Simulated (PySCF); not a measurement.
Species: sulfuryl chloride, Cl2O2S.
SMILES with atom numbers: `[O:1]=[S:2](=[O:3])([Cl:4])[Cl:5]`

Cartesian coordinates in Å at the PBE0-D3(BJ)/def2-SVP level; atoms count from 1:
```
atom  x, y, z in Å
O1     1.1619   -0.1148   -1.1211
S2     0.2848   -0.0812    0.0155
O3     0.6710   -0.5201    1.3267
Cl4   -0.4551    1.8259    0.1862
Cl5   -1.4446   -1.0669   -0.4917
```

Jobs on this species (5 atoms, 66 electrons) with PySCF (density fitting). Hardware of each: an Intel Xeon 6975P-C with one thread, on a shared host. The host was shared with other jobs, so the times are rough. Peak memory is the resident size of the whole Python process, interpreter and libraries included.

```json
{"level and settings": "delta-SCF UKS CAM-B3LYP, pcX-2 on the ionised atom, pcseg-1 elsewhere, spin-free X2C", "work": "ΔSCF core ionisation, 5 holes", "basis functions": "124", "SCF cycles": "?", "wall time": "?", "peak memory": "?"}
{"level and settings": "delta-SCF UKS SCAN, pcX-1 on the ionised atom, pcseg-1 elsewhere, spin-free X2C", "work": "ΔSCF core ionisation, 5 holes", "basis functions": "104", "SCF cycles": "?", "wall time": "?", "peak memory": "?"}
{"level and settings": "delta-SCF UKS SCAN, pcX-2 on the ionised atom, pcseg-1 elsewhere, non-relativistic", "work": "ΔSCF core ionisation, 5 holes", "basis functions": "124", "SCF cycles": "84", "wall time": "8.6 s", "peak memory": "0.45 GiB"}
{"level and settings": "delta-SCF UKS B3LYP, pcX-2 on the ionised atom, pcseg-1 elsewhere, spin-free X2C", "work": "ΔSCF core ionisation, 5 holes", "basis functions": "124", "SCF cycles": "72", "wall time": "14 s", "peak memory": "0.49 GiB"}
{"level and settings": "PBE0-D3(BJ)/def2-SVP, grid level 1", "work": "geometry optimisation from a GFN2-xTB start shaken at random", "basis functions": "82", "SCF cycles": "47", "wall time": "11 s", "peak memory": "0.36 GiB"}
{"level and settings": "delta-SCF UKS SCAN, unc-def2-TZVP on the ionised atom, pcseg-1 elsewhere, spin-free X2C", "work": "ΔSCF core ionisation, 5 holes", "basis functions": "127", "SCF cycles": "86", "wall time": "9.8 s", "peak memory": "0.45 GiB"}
{"level and settings": "delta-SCF UKS PBE0, pcX-2 on the ionised atom, pcseg-1 elsewhere, spin-free X2C", "work": "ΔSCF core ionisation, 5 holes", "basis functions": "124", "SCF cycles": "71", "wall time": "14 s", "peak memory": "0.49 GiB"}
{"level and settings": "delta-SCF UKS SCAN, cc-pCVTZ on the ionised atom, pcseg-1 elsewhere, spin-free X2C", "work": "ΔSCF core ionisation, 5 holes", "basis functions": "123", "SCF cycles": "85", "wall time": "9.9 s", "peak memory": "0.38 GiB"}
{"level and settings": "delta-SCF UKS r2SCAN, pcX-2 on the ionised atom, pcseg-1 elsewhere, spin-free X2C", "work": "ΔSCF core ionisation, 5 holes", "basis functions": "124", "SCF cycles": "78", "wall time": "8.4 s", "peak memory": "0.38 GiB"}
```

Problem. Fill in the missing figures.

Solution. 
- delta-SCF UKS CAM-B3LYP, pcX-2 on the ionised atom, pcseg-1 elsewhere, spin-free X2C; ΔSCF core ionisation, 5 holes: 17 s, 0.55 GiB, 68 SCF cycles
- delta-SCF UKS SCAN, pcX-1 on the ionised atom, pcseg-1 elsewhere, spin-free X2C; ΔSCF core ionisation, 5 holes: 7.1 s, 0.38 GiB, 81 SCF cycles

Problem. What do all jobs in the table cost together?

Solution. About 1.7 min; the longest takes about 17 % of that, and about 2.4 times as long as the shortest.
